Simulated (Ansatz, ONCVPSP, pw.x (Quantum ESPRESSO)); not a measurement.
## Which W potential is closest to all-electron in the fcc crystal?

All use PBEsol, scalar-relativistic, no spin, cutoffs from each file’s atomic test, pw.x 7.5; 14³ k-points, Fermi–Dirac smearing 0.01 Ry. Δ is the rms difference from all-electron LAPW of the E(V) curves that follow from fits to the pressures, over ±6 % in volume. Mesh and smearing are coarse and serve the comparison alone. The files are a selection: those with a ghost or negative overlap were mostly not run, and those with noisy or unconverged pressures or nearly equal Δ are left out.

All-electron: a0 = 4.000 Å (V0 = 16.00 Å³/atom), B0 = 298.8 GPa.

(1) Rank them by Δ, smallest first.
A. optimised norm-conserving Vanderbilt (ONCV), ONCVPSP 4.0.1.1 (patched build), PBEsol; core [Kr] 4d10 4f14, reference 5s2 5p6 5d4.5 6s1.5; waves: 5s+6s: rc 1.55 bohr, ncon 3, nbas 7, qcut 6.6 1/bohr, 2 projectors; 5p: rc 1.50 bohr, ncon 3, nbas 6, qcut 7.8 1/bohr, 2 projectors, debl 1.4 Ha; 5d: rc 2.80 bohr, ncon 4, nbas 8, qcut 5.1 1/bohr, 2 projectors, debl 3 Ha; local part: polynomial inside 1.15 bohr (lpopt 4, dvloc0 0 Ha); core correction: none. In the p channel the program set the typed energies aside and used -1.554, 0.250 Ha.
B. optimised norm-conserving Vanderbilt (ONCV), ONCVPSP 4.0.1.1 (patched build), PBEsol; core [Kr] 4d10 4f14, reference 5s2 5p6 5d4 6s2; waves: 5s+6s: rc 1.85 bohr, ncon 3, nbas 7, qcut 5.7 1/bohr, 2 projectors; 5p: rc 1.80 bohr, ncon 4, nbas 9, qcut 8.9 1/bohr, 2 projectors, debl 2.5 Ha; 5d: rc 2.85 bohr, ncon 4, nbas 9, qcut 5.3 1/bohr, 3 projectors, debl 0.4 Ha; local part: polynomial inside 1.70 bohr (lpopt 5, dvloc0 2 Ha); core correction: Teter function, fcfact 4.75, rcfact 1.8.
C. optimised norm-conserving Vanderbilt (ONCV), ONCVPSP 4.0.1.1 (patched build), PBEsol; core [Kr] 4d10 4f14, reference 5s2 5p6 5d4 6s1.5 6p0.5; waves: 5s+6s: rc 1.85 bohr, ncon 4, nbas 8, qcut 5.9 1/bohr, 2 projectors; 5p+6p: rc 1.80 bohr, ncon 4, nbas 9, qcut 7.4 1/bohr, 3 projectors, debl 1.4 Ha; 5d: rc 2.70 bohr, ncon 4, nbas 8, qcut 5.4 1/bohr, 1 projector; local part: polynomial inside 1.30 bohr (lpopt 5, dvloc0 3 Ha); core correction: none.

## Answers

(1) C (6.8 meV/atom), A (9.3 meV/atom), B (14.5 meV/atom).
